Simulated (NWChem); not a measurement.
## Li$_{2}$

SMILES: [Li][Li]
```xyz
2

Li     0.0000     0.0000     1.3936
Li     0.0000     0.0000    -1.3936
```
Charge 0, spin multiplicity 1.

All runs are NWChem calculations. The geometry was optimised at PBE0/def2-SVP, a minimum by its harmonic frequencies.

Symmetry labels belong to the abelian group D2h used in the runs, with the axes of the coordinates shown; states degenerate in a higher group split over its labels.

The structure started from a generated list of species.

### Question
List the lowest 3 singlet excitations that TD-PBE/def2-SVPD gives, with oscillator strengths.

### Answer
```json
[
 {"state": "1", "symmetry": "b1u", "energy (eV)": "1.88", "wavelength (nm)": "661", "f": "0.451"},
 {"state": "2", "symmetry": "b2u", "energy (eV)": "2.54", "wavelength (nm)": "487", "f": "0.504"},
 {"state": "3", "symmetry": "b3u", "energy (eV)": "2.54", "wavelength (nm)": "487", "f": "0.504"}
]
```
